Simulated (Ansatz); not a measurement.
Two isomers of C3H5NS: A = `CC1=C(N)S1`, B = `C=NC(C)=S`.

Isolated molecules relaxed with PBE0-D4/def2-TZVP in Ansatz; ΔE leaves out vibrations. CBS: MP2 limit from def2 TZ/QZ plus the TZ coupled-cluster correction, frozen cores. Functionals use def2-TZVPP. B3LYP here is the variant with VWN-RPA as its local correlation; programs differ in this. Each species was taken in one conformer, which may not be the lowest.

A:

Z-matrix (Å, degrees):
```
C
C 1 1.459
H 1 1.094 2 111.3
H 1 1.095 2 111.1 3 -120.0
H 1 1.093 2 110.0 3 120.1
C 2 1.282 1 157.7 3 -126.3
S 2 1.880 1 136.1 3 62.1
N 6 1.352 2 152.2 1 -0.9
H 8 1.007 6 114.9 2 159.2
H 8 1.008 6 115.8 2 23.3
```

B:

Z-matrix (Å, degrees):
```
C
C 1 1.495
H 1 1.094 2 109.4
H 1 1.087 2 110.6 3 -121.2
H 1 1.095 2 110.0 3 117.0
N 2 1.370 1 113.2 3 -59.5
S 2 1.630 1 124.4 3 116.2
C 6 1.258 2 124.6 1 -118.6
H 8 1.088 6 119.2 2 -176.4
H 8 1.095 6 122.2 2 3.0
```

**Question.** Which isomer does CCSD(T)/CBS put lower? Give the gap. (Estimate.)

**Answer.** Ansatz gave: B, by 113.6 kJ/mol.

**Question.** Give E(B) − E(A) in kJ/mol with PBE-D4, B3LYP, CCSD/def2-TZVPP, B2PLYP, CCSD(T)/def2-TZVPP, ωB97M-V, HF/def2-TZVPP. (Estimate.)

**Answer.** The calculation gave: PBE-D4 -104.1, B3LYP -118.4, CCSD/def2-TZVPP -120.6, B2PLYP -118.3, CCSD(T)/def2-TZVPP -122.3, ωB97M-V -109.6, HF/def2-TZVPP -133.7. None reverses the order clearly.

Largest T1 diagnostic: 0.017.

In def2-TZVPP, CCSD(T) changes the Hartree–Fock value by +11.4 kJ/mol (the triples alone add −1.6 kJ/mol) and MP2 by +27.9 kJ/mol. From PBE to PBE0 (25 % exact exchange), in def2-TZVPP and without D4, E(B) − E(A) moves by +5.2 kJ/mol.
